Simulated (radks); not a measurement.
# P³⁻ held by a Watson sphere

Aim: the size and levels of P³⁻ inside a shell of charge +3 and radius R, which stands for the Madelung well of a crystal, for several R.

Method: scalar-relativistic Kohn-Sham, PBEsol, spin-unpolarised, spherical densities, point nucleus. Code: radks (a radial shooting solver on a logarithmic mesh, Libxc functionals) version 1.

## 1. The atom as given

| Quantity | Value |
| --- | --- |
| element | phosphorus (Z = 15) |
| charge | -3 |
| electrons | 18 |
| configuration | [Ar] |

The outer shells:

P³⁻
```
[Ne] core
3s [↑↓]
3p [↑↓][↑↓][↑↓]
```

## 2. R = 2.1 bohr

Input:

```text
Z 15
configuration [Ar]
relativity scalar-relativistic
functional pbe_sol,pbe_sol
spin unpolarised
nucleus point
c 137.035999084
watson charge 3 radius 2.1 bohr
response adiabatic LDA kernel
```

## 3. R = 2.16 bohr

Changes since step 2:

```diff
@@ -7,3 +7,3 @@
 c 137.035999084
-watson charge 3 radius 2.1 bohr
+watson charge 3 radius 2.16 bohr
 response adiabatic LDA kernel
```

## 4. R = 3.01 bohr

Changes since step 3:

```diff
@@ -7,3 +7,3 @@
 c 137.035999084
-watson charge 3 radius 2.16 bohr
+watson charge 3 radius 3.01 bohr
 response adiabatic LDA kernel
```

## 5. R = 3.55 bohr

Changes since step 4:

```diff
@@ -7,3 +7,3 @@
 c 137.035999084
-watson charge 3 radius 3.01 bohr
+watson charge 3 radius 3.55 bohr
 response adiabatic LDA kernel
```

## 6. R = 3.62 bohr

Changes since step 5:

```diff
@@ -7,3 +7,3 @@
 c 137.035999084
-watson charge 3 radius 3.55 bohr
+watson charge 3 radius 3.62 bohr
 response adiabatic LDA kernel
```

## 7. R = 3.77 bohr

Changes since step 6:

```diff
@@ -7,3 +7,3 @@
 c 137.035999084
-watson charge 3 radius 3.62 bohr
+watson charge 3 radius 3.77 bohr
 response adiabatic LDA kernel
```

Before running it: what results should come out? Wanted: for each run, R; highest level; its <r>; sum of <r²>; α.

**Answer**, as computed:

| R (bohr) | highest level (eV) | its <r> (bohr) | sum of <r²> (bohr²) | α (bohr³) |
| --- | --- | --- | --- | --- |
| 2.1 | -7.916 | 2.279 | 47.49 | 30.14 |
| 2.16 | -7.792 | 2.304 | 48.42 | 31.41 |
| 3.01 | -6.038 | 2.648 | 62.32 | 57.84 |
| 3.55 | -5.071 | 2.858 | 71.70 | 85.91 |
| 3.62 | -4.959 | 2.885 | 72.95 | 90.40 |
| 3.77 | -4.726 | 2.942 | 75.67 | 100.8 |

In words: From R = 2.1 to 3.77 bohr the top level moves from -7.916 to -4.726 eV and its mean radius from 2.28 to 2.94 bohr. A wider sphere makes a shallower well, so the ion swells. The polarisability goes from 30.1 to 101 bohr³. Response by self-consistent Sternheimer equations with the Hartree and adiabatic LDA kernel, the relativistic mass of each level held fixed and spin-orbit coupling left out. The sphere does not respond.
